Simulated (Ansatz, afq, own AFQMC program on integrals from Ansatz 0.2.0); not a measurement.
**H₂O⁻, doublet: a scan with AFQMC**

```xyz
3

O     0.0000   -0.0691    0.0000
H     0.0000    0.5483    0.7576
H     0.0000    0.5483   -0.7576
```

The O1–H2 distance is changed with both sides rigid. Energies in kJ/mol count from this geometry (0.977 Å) at the same level; the start stands on UHF, each point on the determinant named.

Basis aug-cc-pVDZ. Noble-gas cores (and the filled d shells of Ga–Kr and In–Xe) are frozen. AFQMC by an in-house program on the Cholesky factors that Ansatz 0.2.0 writes for its CCSD(T) run. The CISD trial takes its coefficients from CCSD amplitudes. Released means that phaseless walkers are propagated on without the constraint, phases kept. ± is one standard error of the sampling.

Cautions, each for one point or more: higher spins were not checked; strong correlation.

| r(O1–H2) / Å | det. | T1 | weight | ⟨S²⟩ | CCSD(T) | ph-AFQMC/CISD | released AFQMC | CCSDT(Q) | PBE0 | B2PLYP |
| --- | --- | --- | --- | --- | --- | --- | --- | --- | --- | --- |
| 0.898 | UHF | 0.018 | 0.93 | 0.75 | 17.0 | 15.3 ± 1.3 | 16.6 ± 1.9 | 17.2 | 14.8 | 16.3 |
| 1.074 | UHF | 0.021 | 0.92 | 0.75 | 16.4 | 13.9 ± 1.4 | 12.8 ± 2.1* | 16.0 | 18.7 | 16.6 |
| 1.326 | UHF | 0.032 | 0.90 | 0.75 | 115.5 | 113.7 ± 2.1 | 115.8 ± 2.9 | 114.1 | 120.0 | 112.6 |
| 1.821 | UHF | 0.038 | 0.89 | 0.77 | 211.1 | 210.8 ± 2.7 | – | 208.7 | 216.1 | 202.1 |
| 2.642 | ROHF‡ | 0.053 | 0.88 | pure | 251.7 | 242.1 ± 3.4 | 246.1 ± 6.1* | 249.9 | 258.5 | 238.7 |

Weight is that of the determinant in the CISD state; at the start T1 is 0.019 and the weight 0.93, and ⟨S²⟩ is 0.75. An asterisk marks released energies that aren't shown to be converged. A double dagger marks points where the walks on two determinants ended up to 5.7 kJ/mol apart; the lower is shown. Symmetry can't show for every point that it stays on the start's state. A dash marks a missing value, a released energy that hasn't settled or a functional that sits on another state. Largest departures from CCSDT(Q), at the points where its series has closed: CCSD(T) 2.4 kJ/mol at 1.821 (on UHF), ph-AFQMC/CISD -7.8 kJ/mol at 2.642 (on ROHF), released AFQMC 1.7 kJ/mol at 1.326 (on UHF) (within the noise). The functionals aren't scored here. In this small basis the wave-function levels are far from their limit, so their gap to the functionals isn't the functionals' error.

Some points may be missing: those where a free walk finds a much lower state, and past Zn most of those on another determinant than at the start.

CCSDT and higher add their correlation energy to the determinant of the CCSD(T) run, since their own runs factorise the integrals more tightly (a shift of under 2 meV). A walk keeps the symmetry of its determinant, which the program's search chose and which needn't be the lowest solution, so a lower state of the same spin and another symmetry isn't excluded.
